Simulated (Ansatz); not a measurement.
Born–Oppenheimer molecular dynamics of C2H6Al (9 atoms, charge 0, multiplicity 2). It starts at the highest image of a converged band. Of that band: The profile has 2 maxima (images 3, 8) with wells between them (image 5): this band takes more than one step, which may be the mechanism or a detour left from its start path. Neighbouring images differ by up to 2.3 eV, so the band resolves the path poorly. A vibrational analysis at the climbing image gives one clearly imaginary mode, 908i cm⁻¹: a first-order saddle point.

These are results of UKS PBE0-D4/cc-pVDZ (Ansatz 0.2.0), not measurements.

```
ensemble                      : NVE (velocity Verlet)
time step                     : 0.5 fs
steps asked                   : 200
starting velocities drawn for : 100 K
seed                          : 11248
```

Frames 0.5 fs apart, positions in Å, forces in eV/Å.

Velocities at 55.0 fs (Å/ps):

```
C -1.14 -4.41 -3.79
Al 0.04 0.87 -2.07
C -0.20 -1.35 1.20
H 10.75 8.42 31.68
H 0.66 17.60 7.94
H 11.16 2.80 34.26
H -2.24 1.64 15.81
H -6.08 8.11 -0.61
H 0.56 6.75 -2.90
```

```xyz
9
Properties=species:S:1:pos:R:3:forces:R:3 time_fs=55.0 energy_less_start_eV=-0.111 T=224
C -1.112 0.782 -1.590 0.30 -0.13 0.22
Al 0.309 0.152 -0.558 -0.21 0.30 -0.45
C 0.635 -1.196 0.792 -1.02 0.25 0.75
H -0.258 2.002 1.349 -0.78 0.05 -0.34
H -1.135 1.362 -2.522 -0.14 0.14 -0.11
H 0.425 1.975 1.639 0.75 -0.05 0.31
H 0.336 -2.171 0.393 -0.25 -0.22 0.04
H 1.669 -1.270 1.059 1.09 -0.02 0.27
H 0.062 -0.959 1.732 0.26 -0.33 -0.68
9
Properties=species:S:1:pos:R:3:forces:R:3 time_fs=55.5 energy_less_start_eV=-0.113 T=226
C -1.113 0.780 -1.592 0.30 -0.10 0.18
Al 0.309 0.152 -0.559 -0.21 0.27 -0.43
C 0.635 -1.197 0.792 -1.05 0.37 0.71
H -0.253 2.006 1.364 -0.67 0.05 -0.29
H -1.135 1.371 -2.518 -0.14 0.11 -0.08
H 0.431 1.976 1.656 0.65 -0.05 0.27
H 0.334 -2.171 0.401 -0.27 -0.32 -0.01
H 1.668 -1.266 1.059 1.16 -0.03 0.29
H 0.063 -0.956 1.730 0.23 -0.31 -0.62
9
Properties=species:S:1:pos:R:3:forces:R:3 time_fs=56.0 energy_less_start_eV=-0.122 T=235
C -1.113 0.777 -1.594 0.29 -0.06 0.13
Al 0.309 0.153 -0.560 -0.20 0.24 -0.40
C 0.634 -1.198 0.793 -0.95 0.43 0.64
H -0.250 2.010 1.379 -0.45 0.04 -0.20
H -1.135 1.380 -2.514 -0.14 0.08 -0.04
H 0.439 1.977 1.674 0.42 -0.04 0.17
H 0.332 -2.171 0.409 -0.27 -0.39 -0.05
H 1.669 -1.262 1.059 1.12 -0.04 0.27
H 0.064 -0.953 1.726 0.18 -0.27 -0.52
9
Properties=species:S:1:pos:R:3:forces:R:3 time_fs=56.5 energy_less_start_eV=-0.132 T=247
C -1.114 0.775 -1.595 0.28 -0.02 0.07
Al 0.309 0.153 -0.561 -0.20 0.21 -0.38
C 0.634 -1.198 0.794 -0.72 0.45 0.54
H -0.249 2.015 1.393 -0.16 0.03 -0.08
H -1.135 1.389 -2.511 -0.13 0.04 0.02
H 0.448 1.978 1.693 0.13 -0.03 0.05
H 0.330 -2.172 0.416 -0.26 -0.42 -0.08
H 1.672 -1.259 1.061 0.96 -0.04 0.23
H 0.066 -0.952 1.721 0.10 -0.22 -0.37
9
Properties=species:S:1:pos:R:3:forces:R:3 time_fs=57.0 energy_less_start_eV=-0.141 T=256
C -1.114 0.773 -1.597 0.27 0.03 0.01
Al 0.309 0.154 -0.562 -0.19 0.19 -0.35
C 0.633 -1.198 0.795 -0.41 0.41 0.41
H -0.247 2.019 1.407 0.14 0.01 0.05
H -1.136 1.399 -2.507 -0.13 0.00 0.07
H 0.458 1.980 1.711 -0.17 -0.01 -0.08
H 0.326 -2.175 0.424 -0.23 -0.42 -0.09
H 1.678 -1.255 1.063 0.71 -0.05 0.17
H 0.068 -0.951 1.715 0.00 -0.16 -0.18
9
Properties=species:S:1:pos:R:3:forces:R:3 time_fs=57.5 energy_less_start_eV=-0.145 T=261
C -1.114 0.771 -1.599 0.26 0.09 -0.06
Al 0.309 0.154 -0.563 -0.17 0.15 -0.33
C 0.632 -1.199 0.796 -0.04 0.32 0.26
H -0.246 2.024 1.421 0.40 0.00 0.16
H -1.137 1.409 -2.503 -0.13 -0.05 0.13
H 0.467 1.981 1.730 -0.42 0.01 -0.19
H 0.322 -2.178 0.431 -0.19 -0.38 -0.09
H 1.686 -1.251 1.065 0.41 -0.05 0.09
H 0.070 -0.950 1.709 -0.11 -0.09 0.03
9
Properties=species:S:1:pos:R:3:forces:R:3 time_fs=58.0 energy_less_start_eV=-0.144 T=259
C -1.115 0.769 -1.601 0.25 0.14 -0.12
Al 0.309 0.155 -0.565 -0.16 0.12 -0.30
C 0.631 -1.199 0.797 0.33 0.20 0.09
H -0.243 2.028 1.436 0.58 -0.02 0.24
H -1.139 1.418 -2.499 -0.13 -0.09 0.18
H 0.475 1.982 1.748 -0.61 0.02 -0.27
H 0.318 -2.182 0.439 -0.13 -0.30 -0.08
H 1.695 -1.248 1.067 0.09 -0.05 0.02
H 0.071 -0.950 1.703 -0.22 -0.02 0.24
9
Properties=species:S:1:pos:R:3:forces:R:3 time_fs=58.5 energy_less_start_eV=-0.139 T=254
C -1.115 0.766 -1.603 0.24 0.18 -0.17
Al 0.309 0.155 -0.566 -0.15 0.09 -0.27
C 0.630 -1.199 0.799 0.68 0.06 -0.08
H -0.239 2.033 1.451 0.67 -0.03 0.29
H -1.141 1.427 -2.495 -0.13 -0.13 0.22
H 0.481 1.983 1.765 -0.70 0.03 -0.31
H 0.313 -2.186 0.446 -0.07 -0.19 -0.06
H 1.704 -1.244 1.070 -0.23 -0.06 -0.06
H 0.072 -0.949 1.697 -0.32 0.05 0.45
9
Properties=species:S:1:pos:R:3:forces:R:3 time_fs=59.0 energy_less_start_eV=-0.133 T=248
C -1.115 0.764 -1.605 0.22 0.21 -0.20
Al 0.309 0.156 -0.567 -0.14 0.06 -0.24
C 0.630 -1.199 0.800 0.97 -0.09 -0.23
H -0.233 2.038 1.467 0.67 -0.03 0.29
H -1.143 1.436 -2.490 -0.12 -0.16 0.24
H 0.486 1.984 1.782 -0.69 0.03 -0.31
H 0.308 -2.192 0.452 0.00 -0.07 -0.04
H 1.712 -1.241 1.073 -0.50 -0.07 -0.12
H 0.072 -0.949 1.692 -0.40 0.11 0.61
9
Properties=species:S:1:pos:R:3:forces:R:3 time_fs=59.5 energy_less_start_eV=-0.128 T=242
C -1.115 0.762 -1.606 0.21 0.24 -0.22
Al 0.309 0.157 -0.569 -0.13 0.03 -0.22
C 0.629 -1.200 0.801 1.17 -0.22 -0.33
H -0.226 2.042 1.483 0.57 -0.03 0.24
H -1.145 1.444 -2.484 -0.12 -0.18 0.25
H 0.489 1.985 1.798 -0.59 0.03 -0.27
H 0.303 -2.197 0.459 0.07 0.06 -0.01
H 1.719 -1.238 1.075 -0.73 -0.08 -0.17
H 0.072 -0.948 1.689 -0.45 0.15 0.72
9
Properties=species:S:1:pos:R:3:forces:R:3 time_fs=60.0 energy_less_start_eV=-0.125 T=239
C -1.115 0.760 -1.608 0.20 0.25 -0.22
Al 0.308 0.157 -0.570 -0.12 -0.01 -0.19
C 0.629 -1.200 0.802 1.27 -0.33 -0.38
H -0.217 2.046 1.500 0.38 -0.01 0.16
H -1.148 1.453 -2.478 -0.12 -0.18 0.25
H 0.491 1.987 1.813 -0.40 0.02 -0.19
H 0.299 -2.202 0.466 0.14 0.18 0.01
H 1.725 -1.235 1.076 -0.89 -0.09 -0.20
H 0.070 -0.947 1.688 -0.45 0.18 0.76
9
Properties=species:S:1:pos:R:3:forces:R:3 time_fs=60.5 energy_less_start_eV=-0.124 T=238
C -1.115 0.758 -1.610 0.19 0.25 -0.21
Al 0.308 0.158 -0.571 -0.11 -0.04 -0.16
C 0.629 -1.200 0.803 1.26 -0.40 -0.37
H -0.208 2.050 1.518 0.12 0.01 0.05
H -1.151 1.460 -2.471 -0.12 -0.17 0.23
H 0.492 1.988 1.827 -0.14 0.00 -0.07
H 0.294 -2.207 0.473 0.19 0.29 0.03
H 1.728 -1.232 1.078 -0.98 -0.11 -0.22
H 0.067 -0.945 1.688 -0.41 0.18 0.73
```

Of the whole run (100 fs, mean temperature of the second half 212 K): The conserved energy stayed within 0.097 meV per atom of its start (net change 0.022 meV per atom), so the integration is sound. The system heated up, since it started high on the potential surface and ran downhill. A run of 0.1 ps of so small a system gives no equilibrium averages.

Run time: 5 min on 2 threads of Intel(R) Xeon(R) Platinum 8488C (Sapphire Rapids), with other jobs on the host, peak memory 0.22 GiB.
